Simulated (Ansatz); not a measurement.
Molecule: HS, net charge 0, doublet state. 
Geometry from a B3LYP-D3(BJ)/def2-TZVP (Ansatz, a first-principles code) optimisation:
```xyz
2

S      0.0000     0.0000    -0.0793
H      0.0000     0.0000     1.2681
```
Charge 0, spin multiplicity 2.

Basis-set convergence of Hartree-Fock and CCSD(T) correlation energies (hartree) with Ansatz. Correlated levels leave the core frozen unless marked. Open shells are spin-unrestricted. Spin-orbit coupling is left out. Non-relativistic.

```json
[
 {"basis": "cc-pV(D+d)Z", "functions": "28", "E(HF)": "-398.09119", "E(corr, CCSD(T))": "-0.13874"},
 {"basis": "cc-pV(T+d)Z", "functions": "53", "E(HF)": "-398.10608", "E(corr, CCSD(T))": "-0.18293"},
 {"basis": "cc-pV(Q+d)Z", "functions": "94", "E(HF)": "-398.10985", "E(corr, CCSD(T))": "-0.19573"},
 {"basis": "cc-pV(5+d)Z", "functions": "155", "E(HF)": "-398.11054", "E(corr, CCSD(T))": "-0.19987"}
]
```

Extrapolating the two largest sets (X = 4 and 5) as X^-3: E(corr) = (125·(-0.19987) - 64·(-0.19573))/61 = -0.2042 Eh, an estimate of the basis-set limit. The largest set recovers 97.9 % of it, the smallest 67.9 %.
